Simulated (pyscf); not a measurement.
This saddle point was located with ωB97X-D3(BJ)/def2-SVP in PySCF.

```xyz
10

O     -0.0732     0.7420     1.0867
Si    -1.0172    -0.2037    -0.0186
O     -0.1055    -1.4765    -0.5355
O     -1.4280     0.8807    -1.1811
O     -2.4098    -0.8121     0.6088
H     -0.1131     1.8835     0.9590
H      0.8339    -1.3087    -0.6673
H     -2.2778     0.7274    -1.6094
H     -2.3413    -1.6442     1.0888
H      0.3432     0.0848     1.8873
```
Charge 0, spin multiplicity 2.

Surface: doublet, charge 0. Lowest wavenumbers (cm⁻¹): 2867i, 98, 142, 183, 223.

### Question
Name the species on either side of this saddle.

### Answer
`[OH][Si]([OH])([OH])[OH]` + `[H]` [doublet] <-> `[OH][Si]([OH])([OH])[OH]` + `[H]` [doublet], a substitution at O read from left to right: H–O broken and H–O formed. At ωB97M-D3(BJ)/def2-TZVP it lies +138.0 kJ/mol from the left side and +138.0 kJ/mol from the right (each side as separated species at their lowest minima found). The same reactants have a lower exit, to •O–Si(OH)(OH)–OH + H₂ (barrier +95.7 kJ/mol at ωB97M-D3(BJ), against +138.0 kJ/mol here). This is the saddle that the search found; another between the same sides may lie lower. The angle at the attacked O is 133°.
